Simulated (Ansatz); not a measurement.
Process, species as SMILES: [O]O (O-OH) → [O-]O (an electron is taken up)
B3LYP-D3(BJ)/def2-TZVP geometries, fixed; electronic energies without zero-point terms; positive where energy is released.
Largest species:
```
O
H 1 0.9780
O 1 1.3260 2 105.56
```
Charge 0, spin multiplicity 2.

Basis-set convergence of the adiabatic electron affinity at B2PLYP with Ansatz (a quantum-chemistry and plane-wave program). All functions are spherical. Cores are frozen. Open shells are unrestricted. No added dispersion term, no relativity. Functions are those of the species that has most. Reference: the value in aug-pcseg-3, 0.986 eV, itself unsure by roughly 0.006 eV (its mean distance from aug-cc-pVQZ, def2-QZVPPD). Deviations are taken from unrounded values.

```json
[
 {"basis": "def2-SV(P)", "functions": "30"},
 {"basis": "cc-pVDZ", "functions": "33"},
 {"basis": "def2-SVP", "functions": "33"},
 {"basis": "aug-cc-pVDZ", "functions": "55"},
 {"basis": "def2-TZVP", "functions": "68"},
 {"basis": "cc-pVTZ", "functions": "74"},
 {"basis": "def2-TZVPP", "functions": "76"},
 {"basis": "jun-cc-pV(T+d)Z", "functions": "92"},
 {"basis": "aug-cc-pVTZ", "functions": "115"},
 {"basis": "cc-pVQZ", "functions": "140"},
 {"basis": "def2-QZVPP", "functions": "144"},
 {"basis": "aug-cc-pVQZ", "functions": "206"},
 {"basis": "cc-pV5Z", "functions": "237"}
]
```

Task: Which is the smallest set listed that can be trusted to 0.05 eV here, that is, within that of the reference together with its larger relatives (same family, alike in diffuse functions; a set with none to test it counts only in the reference's own line)?

Result: The smallest set listed that lies within 0.05 eV of the reference with all its larger relatives (same family, alike in diffuse functions; a set with none counts only in the reference's own line) is aug-cc-pVDZ (55 functions, -0.013 eV off). Value minus reference: def2-SV(P) -1.455, cc-pVDZ -1.523, def2-SVP -1.438, aug-cc-pVDZ -0.013, def2-TZVP -0.461, cc-pVTZ -0.749, def2-TZVPP -0.443, jun-cc-pV(T+d)Z -0.013, aug-cc-pVTZ 0.007, cc-pVQZ -0.419, def2-QZVPP -0.187, aug-cc-pVQZ 0.006, cc-pV5Z -0.155 eV.
